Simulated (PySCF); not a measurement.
Potential energy of SiCl along the bond

Set-up: Si def2-TZVP, Cl def2-TZVP; no relativity (PySCF 2.14). Energies in eV from Si + Cl in their ground configurations at the same level. State: ²Π (doublet), unpaired electrons π ↑.

All columns are PBE0. A positive dipole means Si(−)Cl(+).

```json
{"R (Å)": "1.784", "E (eV)": "-3.406", "μ (D)": "0.94", "Mulliken charge on Si (basis-dependent)": "-0.01", "HOMO (eV)": "-4.51", "LUMO (eV)": "-2.41", "Mayer bond order": "1.48", "⟨S²⟩": "0.76"}
{"R (Å)": "1.867", "E (eV)": "-3.998", "μ (D)": "0.45", "Mulliken charge on Si (basis-dependent)": "0.07", "HOMO (eV)": "-4.71", "LUMO (eV)": "-2.60", "Mayer bond order": "1.40", "⟨S²⟩": "0.76"}
{"R (Å)": "1.950", "E (eV)": "-4.316", "μ (D)": "-0.05", "Mulliken charge on Si (basis-dependent)": "0.13", "HOMO (eV)": "-4.92", "LUMO (eV)": "-2.79", "Mayer bond order": "1.33", "⟨S²⟩": "0.76"}
{"R (Å)": "2.012", "E (eV)": "-4.425", "μ (D)": "-0.43", "Mulliken charge on Si (basis-dependent)": "0.17", "HOMO (eV)": "-5.06", "LUMO (eV)": "-2.92", "Mayer bond order": "1.29", "⟨S²⟩": "0.76"}
{"R (Å)": "2.074", "E (eV)": "-4.452", "μ (D)": "-0.82", "Mulliken charge on Si (basis-dependent)": "0.20", "HOMO (eV)": "-5.21", "LUMO (eV)": "-3.05", "Mayer bond order": "1.25", "⟨S²⟩": "0.76"}
{"R (Å)": "2.136", "E (eV)": "-4.417", "μ (D)": "-1.21", "Mulliken charge on Si (basis-dependent)": "0.23", "HOMO (eV)": "-5.35", "LUMO (eV)": "-3.18", "Mayer bond order": "1.21", "⟨S²⟩": "0.76"}
{"R (Å)": "2.219", "E (eV)": "-4.300", "μ (D)": "-1.73", "Mulliken charge on Si (basis-dependent)": "0.27", "HOMO (eV)": "-5.53", "LUMO (eV)": "-3.35", "Mayer bond order": "1.17", "⟨S²⟩": "0.76"}
{"R (Å)": "2.323", "E (eV)": "-4.079", "μ (D)": "-2.36", "Mulliken charge on Si (basis-dependent)": "0.30", "HOMO (eV)": "-5.74", "LUMO (eV)": "-3.54", "Mayer bond order": "1.12", "⟨S²⟩": "0.76"}
{"R (Å)": "2.447", "E (eV)": "-3.751", "μ (D)": "-3.10", "Mulliken charge on Si (basis-dependent)": "0.34", "HOMO (eV)": "-5.99", "LUMO (eV)": "-3.77", "Mayer bond order": "1.06", "⟨S²⟩": "0.76"}
{"R (Å)": "2.613", "E (eV)": "-3.266", "μ (D)": "-4.04", "Mulliken charge on Si (basis-dependent)": "0.38", "HOMO (eV)": "-6.28", "LUMO (eV)": "-4.05", "Mayer bond order": "1.00", "⟨S²⟩": "0.76"}
```

A fit through these points gives, at Re = 2.067 Å, μ = -0.78 D and dμ/dR = -6.25 D/Å; the reduced mass is 15.54 u.

How strong is the fundamental in the double-harmonic approximation, I = 42.26·(dμ/dR)²/μred km/mol?

I = 42.26·(-6.25)²/15.54 = 106 km/mol at PBE0.

The state is the lowest determinant that a PBE0 search found; another state may lie lower at other levels.
